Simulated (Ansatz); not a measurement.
# CH6Si (SMILES C[SiH3]): levels of theory compared

Wanted: a comparison of 6 runs (HF/STO-3G, RPA@PBE/STO-3G, UMP2/STO-3G, BCCD(T)/STO-3G, CCSDT(Q)/STO-3G, UCCSD(T)/STO-3G) of CH6Si. 

The results are computed with Ansatz 0.2.0.

47 further runs of the same task are left out: 1 that didn't finish, 46 set aside as unsound or not needed.

## Step 1: The structure to begin with

The species is CH6Si (8 atoms), meant as a singlet with charge 0. SMILES: `C[SiH3]`. The H5–C1 distance was set to 2.731 Å, away from the relaxed value. At this shape a bond of the SMILES string is far longer than usual.

Bond lengths: C1–Si2 1.871 Å, C1–H3 1.092 Å, C1–H4 1.092 Å, Si2–H6 1.488 Å, Si2–H7 1.488 Å, Si2–H8 1.488 Å. Angles: C1–Si2–H6 110.7°, C1–Si2–H7 110.7°, C1–Si2–H8 110.7°, Si2–C1–H3 110.8°, Si2–C1–H4 110.8°, H6–Si2–H7 108.2°, H6–Si2–H8 108.2°, H7–Si2–H8 108.2°, H3–C1–H4 108.1°.

## Step 2: A single-point energy at HF/STO-3G (run 1)

File job.yaml:

```yaml
crystal:
  periodic: [false, false, false]
  atoms:
    - {symbol: C, position_ang: [-0.583652, -1.321736, -0.649959]}
    - {symbol: Si, position_ang: [-0.239732, -1.776026, 1.131841]}
    - {symbol: H, position_ang: [-1.642622, -1.448966, -0.885239]}
    - {symbol: H, position_ang: [-0.006682, -1.952896, -1.329459]}
    - {symbol: H, position_ang: [0.086600, 1.280720, -1.133860]}
    - {symbol: H, position_ang: [-1.027112, -0.915256, 2.055731]}
    - {symbol: H, position_ang: [1.203408, -1.601486, 1.450211]}
    - {symbol: H, position_ang: [-0.605262, -3.194686, 1.393121]}
basis:
  gaussian:
    orbitals: STO-3G
accuracy: high
hamiltonian:
  xc: hf
```

Launch:

```
$ ansatz run job.yaml --threads 1 --pin off --max-ram 3480MiB --events-out events.jsonl --progress --plain --runs-dir runs
```

Log:

```text
Warning: RAYON_NUM_THREADS=1 ignored (pool sized by the plan → 1); use --threads N
Functional definition: HF
  name "HF"
  exchange = exact_x
  correlation = 0
357 factors; integrals over basis functions are off by at most 9.4e-9 eV
mean field evaluation 1: about -8870.3189 eV, gradient 2.2e1 eV
mean field evaluation 2: about -8870.3343 eV, gradient 2.2e1 eV
mean field evaluation 4: about -8874.2231 eV, gradient 4.1e0 eV
mean field evaluation 8: about -8874.2978 eV, gradient 5.4e-2 eV
mean field -8874.29786173 eV, -326.1244312034 hartree, gradient 9.3e-8 eV, S^2 0.000000; 0 other end points of the search recorded, 0 dependent functions left out
reference -8874.29786173 eV, -326.1244312034 hartree; 13, 13 occupied and 7, 7 virtual orbitals, 357 factors
Total energy: -8874.29786173 eV, -326.1244312034 hartree
```

Wall time 0.1 s (1 thread of Arm Neoverse V2, shared host).

## Step 3: The energy at RPA@PBE/STO-3G (run 2)

job.yaml, as its differences from that of step 2:

```diff
@@ -1 +1,4 @@
+basis:
+  gaussian:
+    orbitals: STO-3G
 crystal:
@@ -11,7 +14,7 @@
     - {symbol: H, position_ang: [-0.605262, -3.194686, 1.393121]}
-basis:
-  gaussian:
-    orbitals: STO-3G
+hamiltonian:
+  xc: {name: PBE}
 accuracy: high
-hamiltonian:
-  xc: hf
+correlation:
+  method: rpa
+  frozen_orbitals: {C: 1, H: 0, Si: 5}
```

Launch:

```
$ ansatz run job.yaml --threads 1 --pin off --max-ram 3480MiB --events-out events.jsonl --progress --plain --runs-dir runs
```

Log, cut to the lines that bear on the results:

```text
Warning: RAYON_NUM_THREADS=1 ignored (pool sized by the plan → 1); use --threads N
Functional definition: PBE
  name "PBE"
[...]
357 factors; integrals over basis functions are off by at most 9.4e-9 eV
[...]
mean field -8894.95410504 eV, -326.8835341437 hartree, gradient 2.7e-8 eV, S^2 0.000000; 0 other end points of the search recorded, 0 dependent functions left out; unrestricted orbitals would lower it
unrestricted determinant -8879.60181788 eV, -326.3193479966 hartree, S^2 0.9954
6 core orbitals not correlated: weight in the atoms' cores, before any rotation towards them, 0.999 or more for the frozen orbitals, at most 0.000 for the correlated occupied ones
reference -8874.02297893 eV, -326.1143294470 hartree; 7, 7 occupied and 7, 7 virtual orbitals, 357 factors
Total energy: -8883.53943711 eV, -326.4640528347 hartree
```

Wall time 1.8 s (1 thread of Arm Neoverse V2, shared host); peak memory 0.11 GiB.

Run 3 isn't shown in full; the table further down has it.

## Step 4: The energy at BCCD(T)/STO-3G (run 4)

File in.yaml:

```yaml
crystal:
  periodic: [false, false, false]
  atoms:
    - {symbol: C, position_ang: [-0.583652, -1.321736, -0.649959]}
    - {symbol: Si, position_ang: [-0.239732, -1.776026, 1.131841]}
    - {symbol: H, position_ang: [-1.642622, -1.448966, -0.885239]}
    - {symbol: H, position_ang: [-0.006682, -1.952896, -1.329459]}
    - {symbol: H, position_ang: [0.086600, 1.280720, -1.133860]}
    - {symbol: H, position_ang: [-1.027112, -0.915256, 2.055731]}
    - {symbol: H, position_ang: [1.203408, -1.601486, 1.450211]}
    - {symbol: H, position_ang: [-0.605262, -3.194686, 1.393121]}
basis:
  gaussian:
    orbitals: STO-3G
correlation:
  method: bccd_t
  frozen_orbitals: {C: 1, H: 0, Si: 5}
accuracy: high
scf:
  omitted_lower_state_checks: [cluster_reference, increment]
```

Launch:

```
$ ansatz run in.yaml --threads 1 --pin off --max-ram 3480MiB --events-out events.jsonl --progress --plain --runs-dir runs
```

Log, cut to the lines that bear on the results:

```text
Warning: RAYON_NUM_THREADS=1 ignored (pool sized by the plan → 1); use --threads N
[... 2 set-up lines as earlier in the session ...]
[...]
357 factors; integrals over basis functions are off by at most 9.4e-9 eV
[...]
mean field -8874.29786173 eV, -326.1244312034 hartree, gradient 9.3e-8 eV, S^2 0.000000; 0 other end points of the search recorded, 0 dependent functions left out; unrestricted orbitals would lower it
6 core orbitals not correlated: weight in the atoms' cores, before any rotation towards them, 1.000 or more for the frozen orbitals, at most 0.000 for the correlated occupied ones
reference -8874.29786173 eV, -326.1244312034 hartree; 7, 7 occupied and 7, 7 virtual orbitals, 357 factors
second order -5.92018184 eV of doubles, -0.00000000 eV of singles
cycle   1  -4.86369890 eV  change    -1.8e0 eV  update   1.6e-1
[...]
cycle  28  -8.45802865 eV  change   -1.0e-9 eV  update  1.8e-10
perturbative correction -0.11981164 eV, -0.0044029967 hartree
WARN: these amplitudes may be one of several solutions (largest doubles amplitude 0.74, level shift 12.43 eV)
Total energy: -8882.87570203 eV, -326.4396610201 hartree
Checks for a lower state left out: cluster_reference, increment
```

Run time: 0.18 s. Hardware: 1 thread of Arm Neoverse V2, shared host.

Run 5 isn't shown in full; the table further down has it.

## Step 5: A single-point energy at UCCSD(T)/STO-3G (run 6)

File molecule.yaml:

```yaml
crystal:
  periodic: [false, false, false]
  atoms:
    - {symbol: C, position_ang: [-0.583652, -1.321736, -0.649959]}
    - {symbol: Si, position_ang: [-0.239732, -1.776026, 1.131841]}
    - {symbol: H, position_ang: [-1.642622, -1.448966, -0.885239]}
    - {symbol: H, position_ang: [-0.006682, -1.952896, -1.329459]}
    - {symbol: H, position_ang: [0.086600, 1.280720, -1.133860]}
    - {symbol: H, position_ang: [-1.027112, -0.915256, 2.055731]}
    - {symbol: H, position_ang: [1.203408, -1.601486, 1.450211]}
    - {symbol: H, position_ang: [-0.605262, -3.194686, 1.393121]}
basis:
  gaussian: {orbitals: STO-3G}
magnetization: {spin_polarized: true, initial_magnetization: 0}
correlation: {method: ccsd_t, frozen_orbitals: {C: 1, H: 0, Si: 5}}
accuracy: high
scf: {omitted_lower_state_checks: [cluster_reference, increment]}
```

Launch:

```
$ ansatz run molecule.yaml --threads 1 --pin off --max-ram 3480MiB --events-out events.jsonl --progress --plain --runs-dir runs
```

Log, cut to the lines that bear on the results:

```text
Warning: RAYON_NUM_THREADS=1 ignored (pool sized by the plan → 1); use --threads N
[... 2 set-up lines as earlier in the session ...]
[...]
357 factors; integrals over basis functions are off by at most 9.4e-9 eV
[...]
mean field -8879.60181788 eV, -326.3193479966 hartree, gradient 2.9e-8 eV, S^2 0.995432; 6 other end points of the search recorded, 0 dependent functions left out
6 core orbitals not correlated: weight in the atoms' cores, before any rotation towards them, 1.000 or more for the frozen orbitals, at most 0.000 for the correlated occupied ones
reference -8879.60181788 eV, -326.3193479966 hartree; 7, 7 occupied and 7, 7 virtual orbitals, 357 factors
second order -2.15704658 eV of doubles, -0.00000000 eV of singles
cycle   1  -2.77679842 eV  change   -6.2e-1 eV  update   6.2e-2
[...]
cycle  26  -3.16111149 eV  change  -4.8e-10 eV  update  5.8e-10
perturbative correction -0.02947497 eV, -0.0010831852 hartree
Total energy: -8882.79240433 eV, -326.4365998863 hartree
Checks for a lower state left out: cluster_reference, increment
```

Run time: 0.3 s. Hardware: 1 thread of Arm Neoverse V2, shared host.

## Step 6: The series

```
run            level  frozen core orbitals  energy (Eh)  wall time
  1        HF/STO-3G                     –  -326.124431      0.1 s
  2   RPA@PBE/STO-3G                     6  -326.464053      1.8 s
  3      UMP2/STO-3G                     6  -326.398618     0.18 s
  4   BCCD(T)/STO-3G                     6  -326.439661     0.18 s
  5  CCSDT(Q)/STO-3G                     6  -326.439449     0.39 s
  6  UCCSD(T)/STO-3G                     6  -326.436600      0.3 s
```

## Step 7: Outcome

```
                                          quantity          value
                               run 6: total energy  -326.43660 Eh
run 6: correlation energy (6 core orbitals frozen)     -117.3 mEh
                             run 6: (T) correction      -1.08 mEh
          run 6: ⟨S²⟩ of the reference determinant          0.995
                              run 6: T1 diagnostic          0.012
```

Below the HF energy at the same shape and in the same basis (STO-3G): UMP2 -274.2 mEh; BCCD(T) -315.2 mEh; CCSDT(Q) -315.0 mEh; UCCSD(T) -312.2 mEh. Some of these start from another determinant than that one, so these aren't their correlation energies. In runs 2, 4, 5 the log says that unrestricted orbitals would lower the reference, so the values rest on an unstable closed-shell determinant (other closed-shell runs at this shape may share the fault). In runs 1, 2, 3, 4, 5, 6 the basis is minimal, so the values are rough. In runs 1, 2 a closed-shell determinant meets a far-stretched bond, which it describes badly. Spin contamination of the reference: run 3 ⟨S²⟩ = 1.00, run 6 ⟨S²⟩ = 1.00. Where it is this large, the reference is a mixture of spin states, and values that rest on it are in doubt. All runs together took 3 s, the longest 1.8 s.
